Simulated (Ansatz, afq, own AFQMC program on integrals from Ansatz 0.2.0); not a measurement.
## AlGe⁺, singlet: AFQMC among the cluster methods

```xyz
2

Ge    0.0000    0.0000    0.0000
Al    0.0000    0.0000    3.8770
```

Basis cc-pVDZ. Only valence electrons are correlated. Ansatz 0.2.0 and our own AFQMC program on the same integrals; the CISD trial comes from CCSD amplitudes, and released means the phaseless constraint is let go. Uncertainties: one standard error, sampling alone. No spin–orbit coupling.

Determinant: RHF, the one that the program's search chose, which needn't be the lowest solution. The geometry is a point of a scan.

Full CI on the same integrals is exact in this basis and with this determinant's frozen core.

Cautions: no relativity below Rb; no spin-orbit coupling; inner d shell frozen; higher spins were not checked; restricted determinant unstable towards unrestricted (UHF 738 meV lower, ⟨S²⟩ 1.04); raised T1 diagnostic (T1 0.022, weight of the determinant 0.84, largest double 0.12); CCSDTQ on the UHF determinant differs (478 meV lower), perhaps since the unrestricted series falls towards higher spin.

```
T1 diagnostic                               : 0.0217
weight of the determinant in the CISD state : 0.839
size of the correlated space                : 6 electrons in 26 orbitals
```

| level | correlation energy (eV) |
| --- | --- |
| MP2 | -2.1749 |
| CCSD | -3.1431 |
| CCSD(T) | -3.2191 |

(1) Estimate where phaseless AFQMC with a CISD trial lies against CCSD(T) on the same integrals.

(1) 0.58 ± 0.14 mEh below CCSD(T).

Reference: full CI, correlation energy -3.260 eV. The released energy is read at 2.40 1/Eh (meV from the phaseless value at times in 1/Eh: -3 ± 3 at 0.24, -4 ± 3 at 0.51, -5 ± 3 at 0.99, -13 ± 4 at 1.62, -12 ± 3 at 2.40).

```tsv
level	E − E(reference) (mEh)	share of correlation (%)
CCSD(T)	1.49	98.75
CCSDT	0.60	99.50
CCSDT(Q)	0.19	99.84
CCSDTQ	0.02	99.98
ph-AFQMC/CISD	0.91 ± 0.14	99.24
released AFQMC	0.47 ± 0.12	99.61
```

CCSDT and higher add their correlation energy to the determinant of the CCSD(T) run, since their own runs factorise the integrals more tightly (a shift of under 2 meV). A walk keeps the symmetry of its determinant, which the program's search chose and which needn't be the lowest solution, so a lower state of the same spin and another symmetry isn't excluded. Released energies are given only where the last usable release times agree within the noise; a slower fall can still hide under it.
